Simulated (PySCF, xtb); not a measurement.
hydrogen chloride (ClH), SMILES Cl.

Harmonic wavenumbers (cm⁻¹) from xtb with GFN2-xTB at its own minimum, in rising order: 2512.

**Question.** What does B3LYP-D3(BJ)/def2-TZVPD in PySCF 2.14.0 give at its own minimum? (Estimate from the structure and the level; the computed values follow.)

**Answer.** 2941. Paired by order, the mean absolute difference is 429 cm⁻¹ and the zero-point energies are 3.6 and 4.2 kcal/mol.
